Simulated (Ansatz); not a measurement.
Ansatz (an electronic-structure program) input (B3LYP-D3(BJ)/def2-TZVP):

Ansatz 0.2 input:
```yaml
crystal:
  periodic: [false, false, false]
  atoms:
    - {symbol: B, position_ang: [-0.00337218, 0.01636619, -0.00042390]}
    - {symbol: Cl, position_ang: [1.73701012, -0.23627156, -0.48311042]}
    - {symbol: Cl, position_ang: [-0.62883813, -0.68938899, 1.56055913]}
    - {symbol: Cl, position_ang: [-1.10884525, 1.00349038, -1.06350611]}
basis:
  gaussian:
    orbitals: def2-TZVP
hamiltonian:
  xc: b3lyp
  dispersion: d3bj
total_charge: -1
magnetization: {spin_polarized: true, initial_magnetization: 1}
relax: {f_tol: 0.002, max_steps: 150}
```

Output:

```
Functional definition: B3LYP
integrals: 0.07 GiB planned
958 factors; their error is unknown
mean field: 0.82 GiB planned
mean field evaluation 1: about -38249.7910 eV, gradient 5.4e0 eV
mean field evaluation 2: about -38249.8682 eV, gradient 5.0e0 eV
mean field evaluation 4: about -38249.9800 eV, gradient 6.2e-1 eV
mean field evaluation 8: about -38250.0727 eV, gradient 8.3e-2 eV
mean field evaluation 16: about -38250.0728 eV, gradient 2.0e-5 eV
mean field -38250.07276181 eV, -1405.6642471659 hartree, gradient 2.0e-5 eV, S^2 0.755046; 0 other end points of the search recorded, 0 dependent functions left out
the calculation of the forces begins
reference -38250.07299194 eV, -1405.6642556233 hartree; 29, 28 occupied and 113, 114 virtual orbitals, 958 factors
relax step   1: F+E_penalty+E_count = -38250.30326542 eV  Δ(F+E_penalty+E_count) = +0.000e0 eV  max|allowed force component| = 9.070e-2 eV/Å  Δτ_max = 0.0000 Å  (30 SCF iters, accepted)
these checks for a lower state are left out or cut short: starts, cluster_reference, orbital_swaps, neighbouring_geometries, increment
integrals: 0.07 GiB planned
958 factors; their error is unknown
mean field: 0.82 GiB planned
mean field -38250.13079895 eV, -1405.6663799914 hartree, gradient 2.0e-5 eV, S^2 0.754392; 0 other end points of the search recorded, 0 dependent functions left out
the calculation of the forces begins
reference -38250.13102957 eV, -1405.6663884668 hartree; 29, 28 occupied and 113, 114 virtual orbitals, 958 factors
relax step   2: F+E_penalty+E_count = -38250.36131247 eV  Δ(F+E_penalty+E_count) = -5.805e-2 eV  max|allowed force component| = 8.152e-1 eV/Å  Δτ_max = 0.0758 Å  (37 SCF iters, accepted)
these checks for a lower state are left out or cut short: starts, cluster_reference, orbital_swaps, neighbouring_geometries, increment
integrals: 0.07 GiB planned
958 factors; their error is unknown
mean field: 0.82 GiB planned
mean field evaluation 32: about -38250.4600 eV, gradient 1.7e-5 eV
mean field -38250.45997944 eV, -1405.6784771513 hartree, gradient 1.7e-5 eV, S^2 0.752459; 0 other end points of the search recorded, 0 dependent functions left out
the calculation of the forces begins
reference -38250.46020617 eV, -1405.6784854835 hartree; 29, 28 occupied and 113, 114 virtual orbitals, 958 factors
relax step   3: F+E_penalty+E_count = -38250.69246171 eV  Δ(F+E_penalty+E_count) = -3.311e-1 eV  max|allowed force component| = 8.113e-1 eV/Å  Δτ_max = 0.2000 Å  (35 SCF iters, accepted)
these checks for a lower state are left out or cut short: starts, cluster_reference, orbital_swaps, neighbouring_geometries, increment
integrals: 0.07 GiB planned
958 factors; their error is unknown
mean field: 0.82 GiB planned
mean field -38250.49546296 eV, -1405.6797811466 hartree, gradient 1.3e-5 eV, S^2 0.752182; 0 other end points of the search recorded, 0 dependent functions left out
the calculation of the forces begins
reference -38250.49568736 eV, -1405.6797893932 hartree; 29, 28 occupied and 113, 114 virtual orbitals, 958 factors
relax step   4: F+E_penalty+E_count = -38250.73115465 eV  Δ(F+E_penalty+E_count) = -3.869e-2 eV  max|allowed force component| = 7.264e-1 eV/Å  Δτ_max = 0.1950 Å  (34 SCF iters, accepted)
these checks for a lower state are left out or cut short: starts, cluster_reference, orbital_swaps, neighbouring_geometries, increment
integrals: 0.07 GiB planned
958 factors; their error is unknown
mean field: 0.82 GiB planned
mean field -38250.53879020 eV, -1405.6813733934 hartree, gradient 2.2e-5 eV, S^2 0.752208; 0 other end points of the search recorded, 0 dependent functions left out
the calculation of the forces begins
reference -38250.53901416 eV, -1405.6813816239 hartree; 29, 28 occupied and 113, 114 virtual orbitals, 958 factors
relax step   5: F+E_penalty+E_count = -38250.77389749 eV  Δ(F+E_penalty+E_count) = -4.274e-2 eV  max|allowed force component| = 2.240e-2 eV/Å  Δτ_max = 0.0739 Å  (29 SCF iters, accepted)
these checks for a lower state are left out or cut short: starts, cluster_reference, orbital_swaps, neighbouring_geometries, increment
integrals: 0.07 GiB planned
958 factors; their error is unknown
mean field: 0.82 GiB planned
mean field -38250.53926926 eV, -1405.6813909986 hartree, gradient 1.1e-5 eV, S^2 0.752211; 0 other end points of the search recorded, 0 dependent functions left out
the calculation of the forces begins
reference -38250.53949343 eV, -1405.6813992366 hartree; 29, 28 occupied and 113, 114 virtual orbitals, 958 factors
relax step   6: F+E_penalty+E_count = -38250.77402199 eV  Δ(F+E_penalty+E_count) = -1.245e-4 eV  max|allowed force component| = 1.305e-2 eV/Å  Δτ_max = 0.0041 Å  (32 SCF iters, accepted)
these checks for a lower state are left out or cut short: starts, cluster_reference, orbital_swaps, neighbouring_geometries, increment
integrals: 0.07 GiB planned
958 factors; their error is unknown
mean field: 0.82 GiB planned
mean field -38250.53918018 eV, -1405.6813877249 hartree, gradient 4.1e-5 eV, S^2 0.752211; 0 other end points of the search recorded, 0 dependent functions left out
the calculation of the forces begins
reference -38250.53940428 eV, -1405.6813959606 hartree; 29, 28 occupied and 113, 114 virtual orbitals, 958 factors
relax step   7: F+E_penalty+E_count = -38250.77403984 eV  Δ(F+E_penalty+E_count) = -1.785e-5 eV  max|allowed force component| = 4.899e-4 eV/Å  Δτ_max = 0.0009 Å  (21 SCF iters, accepted)
integrals: 0.07 GiB planned
958 factors; their error is unknown
mean field: 0.82 GiB planned
mean field evaluation 64: about -38250.4425 eV, gradient 8.2e-1 eV
mean field -38250.53918018 eV, -1405.6813877249 hartree, gradient 4.1e-5 eV, S^2 0.752211; 1 other end points of the search recorded, 0 dependent functions left out
the calculation of the forces begins
reference -38250.53940428 eV, -1405.6813959606 hartree; 29, 28 occupied and 113, 114 virtual orbitals, 958 factors
Total energy: -38250.77426395 eV, -1405.6900268940 hartree
Atom 0 at    -0.106515    -0.310478    -0.192800 Å, force    -0.000161    -0.000490    -0.000310 eV/Å
Atom 1 at     1.736263    -0.122191    -0.408835 Å, force     0.000373     0.000118     0.000010 eV/Å
Atom 2 at    -0.581562    -0.565548     1.592481 Å, force    -0.000065     0.000035     0.000392 eV/Å
Atom 3 at    -1.052231     1.092413    -0.977328 Å, force    -0.000146     0.000337    -0.000091 eV/Å
Dipole moment:     0.044692     0.141499     0.083107 e Å
```
